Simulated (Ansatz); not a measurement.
The first iterations of a band of C₄H₉FS (15 atoms, charge 0, multiplicity 1).

All numbers below come from Ansatz 0.2.0, RKS PBE/def2-SVP.

```yaml
movable_images: 9
climbing_image: yes
spring: 5.0 eV/Å²
optimiser: quadratic models (default)
start_path: through a guess of the saddle point
force_threshold: 0.03 eV/Å
iteration_limit: 60
end_points: relaxed
```

Image 0:

```xyz
15
Properties=species:S:1:pos:R:3
C -1.313 1.573 -0.166
C 0.052 1.387 0.492
S 0.168 -0.059 1.617
C 0.136 -1.479 0.469
C 1.200 -1.480 -0.615
F -1.115 -1.628 -0.140
H -2.112 1.647 0.599
H -1.328 2.501 -0.777
H -1.561 0.717 -0.821
H 0.299 2.241 1.157
H 0.870 1.334 -0.257
H 0.277 -2.344 1.156
H 1.084 -0.615 -1.297
H 1.109 -2.402 -1.222
H 2.211 -1.445 -0.166
```

Image 10:

```xyz
15
Properties=species:S:1:pos:R:3
C -0.392 1.971 -0.422
C -0.842 1.013 0.677
S 0.513 0.125 1.549
C 0.479 -1.495 0.699
C 0.816 -1.483 -0.782
F -0.764 -2.107 0.858
H 0.121 1.441 -1.249
H -1.265 2.509 -0.851
H 0.313 2.730 -0.027
H -1.544 0.236 0.310
H -1.381 1.559 1.478
H 1.229 -2.088 1.270
H 0.072 -0.895 -1.354
H 0.804 -2.520 -1.175
H 1.819 -1.047 -0.950
```

| iteration | highest image above the first end (eV) | largest band force component (eV/Å) |
| --- | --- | --- |
| 1 | 64.152 | 95.755 |
| 2 | 24.900 | 35.650 |
| 3 | 11.415 | 15.691 |

Question: Does the band converge within its limit, and where does its top end?

Answer: It converged. It ended after 11 iterations with the highest image 0.077 eV above the first end. The profile has 2 maxima (images 3, 8) with wells between them (image 5): this band takes more than one step, which may be the mechanism or a detour left from its start path. A vibrational analysis at the climbing image gives one clearly imaginary mode, 53i cm⁻¹: a first-order saddle point.

Run time: 5.4 min on 2 threads of Arm Neoverse V1, with other jobs on the host, peak memory 0.18 GiB.
